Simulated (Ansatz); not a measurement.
One crystal and one scan (energy against volume) at two levels, PBE (plane waves to 420 eV, PAW, scalar-relativistic; Ansatz, an electronic-structure program) and r2SCAN (plane waves to 500 eV, PAW, scalar-relativistic; Ansatz), each from its own relaxed cell and on its own mesh.

The crystal is InP (zinc blende); the cell is scaled evenly about its relaxed volume V₀.

Energies are smeared free energies. InP was relaxed with its symmetry unable to fall. The PAW data are Ansatz's earlier set. Both scans cover V/V₀ from 0.840 to 1.160.

```
quantity                                                 run 1  run 2
-------------------------------------------------------  -----  -----
Lattice constant a (Å)                                   5.907  5.960
Pressure at the smallest volume (GPa)                     17.6   15.5
Energy cost of the largest compression (meV/atom)        193.5  174.4
Energy cost of the largest expansion (meV/atom)          106.1   94.0
Bulk modulus B₀ (third-order Birch-Murnaghan fit) (GPa)   67.9   59.1
Pressure derivative B₀′ (fit)                              4.5    4.7
Pressure for 5 % compression (fit) (GPa)                   3.9    3.4
```

Question: Which run is which level?

Answer: Run 2 is PBE, run 1 is r2SCAN. PBE gives the higher value for: lattice constant a. PBE gives the lower value for: pressure at the smallest volume; energy cost of the largest compression; energy cost of the largest expansion; bulk modulus B₀; pressure for 5 % compression. For the lattice constant a the reference is 5.858 Å (measured, corrected to the static lattice; as given in Daniel Mejia-Rodriguez, S. B. Trickey, Physical Review B (2018), arXiv:1807.09216): r2SCAN lies nearer. For the bulk modulus B₀ the reference is 72 GPa (measured, corrected to the static lattice; as given in Daniel Mejia-Rodriguez, S. B. Trickey, Physical Review B (2018), arXiv:1807.09216): r2SCAN lies nearer. 

(Under strain, the slope of the energy per volume gives the stress and its curvature an elastic modulus.)
